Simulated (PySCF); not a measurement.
# silyl cyanide (CH3NSi): geometry, spin-spin couplings

Aim: predict the spin-spin couplings of silyl cyanide (CH3NSi) (`N#C[SiH3]`).

Programs: PySCF 2.14.0, with density-fitted response routines of our own. Each step states its level of theory. These are calculated values for one molecule in the gas phase, unless marked as measured. Atoms are numbered from 0 throughout.

## 1. The molecule as given

6 atoms, charge 0, multiplicity 1; geometry from: GFN2-xTB.

Bonds of the start (Å): N0–C1 1.15, C1–Si2 1.87, Si2–H3 1.46, Si2–H4 1.46, Si2–H5 1.46.

## 2. Optimising the geometry at PBE0-D3(BJ)/def2-SVP

The job: settings as JSON, then the geometry in Å.

```
{"job": {"xc": "PBE0", "basis": "def2-SVP", "d3": "d3bj", "grid": 1, "kind": "geom"}, "charge": 0, "multiplicity": 1}
N      2.403860     0.018050     0.000750
C      1.258400     0.013180    -0.000370
Si    -0.608150    -0.003800    -0.008470
H     -0.994980    -1.011860    -0.993580
H     -1.029090     1.342740    -0.389750
H     -1.023800    -0.354330     1.348270
```

Standard output:

```text
step   0  E = -383.73030982  max force = 0.037393
step   1  E = -383.73167373  max force = 0.002253
step   2  E = -383.73169822  max force = 0.000558
step   3  E = -383.73169979  max force = 0.000087
optimisation converged
```

Run time: 5 s. Hardware: 1 thread, shared host.

Along the way:

| step | energy from step 0 (eV) | largest force component (eV/Å) |
| --- | --- | --- |
| 0 | 0.0000 | 1.9228 |
| 1 | -0.0371 | 0.1159 |
| 2 | -0.0378 | 0.0287 |
| 3 | -0.0378 | 0.0045 |

Close pairs (by a distance rule), those that changed most:

| bond | before (Å) | after (Å) | change (Å) |
| --- | --- | --- | --- |
| Si2–H4 | 1.461 | 1.487 | +0.026 |
| Si2–H3 | 1.462 | 1.487 | +0.025 |
| Si2–H5 | 1.462 | 1.487 | +0.025 |
| N0–C1 | 1.145 | 1.159 | +0.014 |
| C1–Si2 | 1.867 | 1.858 | -0.008 |

The final coordinates are the input of the step that follows.

| at the end point | value |
| --- | --- |
| point group (found at 0.08 Å tolerance) | C3v |
| rotational constants (GHz, main isotopes) | 83.270, 4.928, 4.928 |
| dipole moment (D) | 3.35 |

## 3. Indirect couplings: B3LYP/cc-pVTZ

The job: settings as JSON, then the geometry in Å.

```
{"job": {"kind": "j", "xc": "B3LYP", "basis": "cc-pVTZ"}, "charge": 0, "multiplicity": 1}
N      2.431722     0.020737     0.003528
C      1.272272     0.012841    -0.000319
Si    -0.585778    -0.004197    -0.009775
H     -1.022767    -1.021451    -1.002473
H     -1.048074     1.355757    -0.394569
H     -1.041135    -0.359707     1.360458
```

With the program's defaults for keys left out, this is: B3LYP/cc-pVTZ indirect spin-spin coupling, non-relativistic, gas phase.

Standard output:

```text
coarse grid: 5632 points
cycle   1  E = -384.1646096005  dE =  5.842e-02  |g| = 3.642e-01  |ddm| = 4.797e+00
cycle   2  E = -384.0254948447  dE =  1.391e-01  |g| = 8.533e-01  |ddm| = 1.327e+00
cycle   3  E = -384.1958605754  dE = -1.704e-01  |g| = 9.665e-02  |ddm| = 9.444e-01
cycle   4  E = -384.1977481517  dE = -1.888e-03  |g| = 2.599e-02  |ddm| = 1.729e-01
cycle   5  E = -384.1979098163  dE = -1.617e-04  |g| = 2.732e-03  |ddm| = 4.115e-02
cycle   6  E = -384.1979114047  dE = -1.588e-06  |g| = 5.017e-04  |ddm| = 5.276e-03
final grid: 50248 points
cycle   7  E = -384.2034963055  dE = -8.194e-06  |g| = 1.896e-03  |ddm| = 2.997e-02
cycle   8  E = -384.2034958322  dE =  4.733e-07  |g| = 2.405e-03  |ddm| = 6.994e-03
cycle   9  E = -384.2034968045  dE = -9.722e-07  |g| = 1.183e-03  |ddm| = 3.880e-03
cycle  10  E = -384.2034971116  dE = -3.071e-07  |g| = 9.070e-05  |ddm| = 1.301e-03
cycle  11  E = -384.2034971138  dE = -2.180e-09  |g| = 2.020e-05  |ddm| = 1.885e-04
cycle  12  E = -384.2034971139  dE = -1.094e-10  |g| = 6.342e-06  |ddm| = 5.097e-05
converged SCF energy = -384.2034971139

Indirect spin-spin couplings (Hz)
  i      j    bonds     total        FC       PSO       DSO        SD
  0 N    1 C    1    -45.148   -39.785     0.712     0.015    -6.090
  0 N    2 Si   2     -3.248    -3.916     0.344    -0.042     0.365
  0 N    3 H    3     -0.633    -0.531    -0.249     0.154    -0.007
  0 N    4 H    3     -0.641    -0.538    -0.251     0.154    -0.006
  0 N    5 H    3     -0.640    -0.537    -0.251     0.154    -0.006
  1 C    2 Si   1    -62.481   -63.098     1.543    -0.087    -0.840
  1 C    3 H    2      5.621     5.707     0.006    -0.132     0.040
  1 C    4 H    2      5.635     5.721     0.006    -0.132     0.040
  1 C    5 H    2      5.634     5.720     0.006    -0.132     0.040
  2 Si   3 H    1   -182.348  -183.015     0.777    -0.100    -0.011
  2 Si   4 H    1   -182.307  -182.974     0.777    -0.100    -0.011
  2 Si   5 H    1   -182.317  -182.984     0.777    -0.100    -0.011
  3 H    4 H    2      4.494     5.742     0.970    -2.300     0.082
  3 H    5 H    2      4.498     5.747     0.970    -2.300     0.082
  4 H    5 H    2      4.501     5.750     0.971    -2.302     0.082
```

Wall time 7 s (1 thread, shared host).

The basis is not made for couplings: without tight functions at the nuclei these values are rough.

A choice of the couplings up to four bonds, sorted by the number of bonds, with means over like pairs; isotopes 13C, 1H, 15N, 29Si:

| pair | bonds | J (Hz) | Fermi contact (Hz) | measured size |
| --- | --- | --- | --- | --- |
| Si2–H3 | 1 | -182.3 | -183.0 | 238.0 |
| C1–Si2 | 1 | -62.5 | -63.1 | – |
| N0–C1 | 1 | -45.1 | -39.8 | – |
| C1–H3 | 2 | 5.6 | 5.7 | – |
| H3–H4 | 2 | 4.5 | 5.7 | – |
| N0–Si2 | 2 | -3.2 | -3.9 | – |

Measured values: Malkina, Salahub, Malkin, J. Chem. Phys. 1996, 105, 8793.

Quadrupole couplings from the field gradients of the same density:

| atom | isotope | eQq/h (MHz) | η |
| --- | --- | --- | --- |
| N0 | 14N | -5.618 | 0.00 |

## 4. Indirect couplings: B3LYP/6-31G*

The job, as its differences from that of step 3:

```diff
@@ -1,2 +1,2 @@
-{"job": {"kind": "j", "xc": "B3LYP", "basis": "cc-pVTZ"}, "charge": 0, "multiplicity": 1}
+{"job": {"kind": "j", "xc": "B3LYP", "basis": "6-31G*"}, "charge": 0, "multiplicity": 1}
 N      2.431722     0.020737     0.003528
```

Level: B3LYP/6-31G* indirect spin-spin coupling, non-relativistic, gas phase.

Standard output:

```text
coarse grid: 5632 points
cycle   1  E = -384.1322644636  dE =  7.241e-02  |g| = 3.420e-01  |ddm| = 2.378e+00
cycle   2  E = -383.9950788518  dE =  1.372e-01  |g| = 8.311e-01  |ddm| = 8.654e-01
cycle   3  E = -384.1638221416  dE = -1.687e-01  |g| = 7.013e-02  |ddm| = 5.692e-01
cycle   4  E = -384.1650987084  dE = -1.277e-03  |g| = 1.987e-02  |ddm| = 8.465e-02
cycle   5  E = -384.1652017246  dE = -1.030e-04  |g| = 1.301e-03  |ddm| = 1.738e-02
cycle   6  E = -384.1652022519  dE = -5.273e-07  |g| = 2.917e-04  |ddm| = 2.096e-03
final grid: 50248 points
cycle   7  E = -384.1321741708  dE = -2.569e-06  |g| = 1.574e-03  |ddm| = 7.556e-03
cycle   8  E = -384.1321744112  dE = -2.404e-07  |g| = 1.333e-03  |ddm| = 3.290e-03
cycle   9  E = -384.1321749549  dE = -5.437e-07  |g| = 1.626e-04  |ddm| = 1.504e-03
cycle  10  E = -384.1321749574  dE = -2.509e-09  |g| = 1.306e-04  |ddm| = 1.754e-04
cycle  11  E = -384.1321749612  dE = -3.757e-09  |g| = 1.142e-05  |ddm| = 8.606e-05
cycle  12  E = -384.1321749612  dE = -4.235e-11  |g| = 2.515e-06  |ddm| = 1.732e-05
converged SCF energy = -384.1321749612

Indirect spin-spin couplings (Hz)
  i      j    bonds     total        FC       PSO       DSO        SD
  0 N    1 C    1    -15.513   -11.979     1.662     0.005    -5.202
  0 N    2 Si   2     -3.288    -3.889     0.309    -0.041     0.333
  0 N    3 H    3     -1.545    -1.546    -0.150     0.151    -0.000
  0 N    4 H    3     -1.546    -1.546    -0.152     0.151     0.000
  0 N    5 H    3     -1.546    -1.546    -0.152     0.151     0.000
  1 C    2 Si   1    -70.441   -70.875     1.259    -0.089    -0.736
  1 C    3 H    2      3.271     3.402    -0.048    -0.120     0.038
  1 C    4 H    2      3.291     3.422    -0.048    -0.120     0.038
  1 C    5 H    2      3.289     3.420    -0.048    -0.120     0.038
  2 Si   3 H    1   -207.265  -207.576     0.915    -0.130    -0.474
  2 Si   4 H    1   -207.217  -207.529     0.916    -0.130    -0.474
  2 Si   5 H    1   -207.228  -207.540     0.916    -0.130    -0.474
  3 H    4 H    2      3.868     5.742     0.324    -2.220     0.022
  3 H    5 H    2      3.872     5.746     0.324    -2.220     0.022
  4 H    5 H    2      3.877     5.752     0.324    -2.222     0.022
```

It took 2.2 s on 1 thread, shared host.

The basis is not made for couplings: without tight functions at the nuclei these values are rough.

This run: J(Si2,H3) -207.2 Hz, J(C1,Si2) -70.4 Hz, J(N0,C1) -15.5 Hz (means over like pairs).

## 5. Run by run: spin-spin couplings

Couplings (Hz), each a mean over the pairs like the one named, with basis size and wall time:

| run | Si2–H3 | C1–Si2 | N0–C1 | C1–H3 | H3–H4 | N0–Si2 | functions | time |
| --- | --- | --- | --- | --- | --- | --- | --- | --- |
| B3LYP/cc-pVTZ | -182.3 | -62.5 | -45.1 | 5.6 | 4.5 | -3.2 | 136 | 7 s |
| B3LYP/6-31G* | -207.2 | -70.4 | -15.5 | 3.3 | 3.9 | -3.3 | 52 | 2.2 s |
| measured size | 238.0 | – | – | – | – | – | – | – |

Measured: Malkina, Salahub, Malkin, J. Chem. Phys. 1996, 105, 8793.

## 6. Outcome

| quantity | value |
| --- | --- |
| point group | C3v |
| rotational constants (main isotopes) | 83.27, 4.93, 4.93 GHz |
| largest coupling of the table (B3LYP/cc-pVTZ) | 1J(Si,H) Si2–H3, -182.3 Hz |
| range of J(Si2,H3), mean over like pairs | -207.2 to -182.3 Hz |

In words: The optimisation took 3 steps and gained 0.038 eV; among the close pairs (by a distance rule), Si2–H4 changed most, from 1.461 to 1.487 Å. No frequency check was run at this level, so the end point may be a saddle. Of the pairs tabulated at B3LYP/cc-pVTZ, Si2–H3 (mean over like pairs) couples most strongly (-182.3 Hz; Fermi contact -183.0 Hz). The one measured coupling, Si2–H3, differs from the computed size by 55.7 Hz; vibrational averaging and surroundings are not included. The coupling Si2–H3, as a mean over pairs of its kind, runs from -207.2 Hz (B3LYP/6-31G*) to -182.3 Hz (B3LYP/cc-pVTZ). Couplings from bases without tight functions are rough.
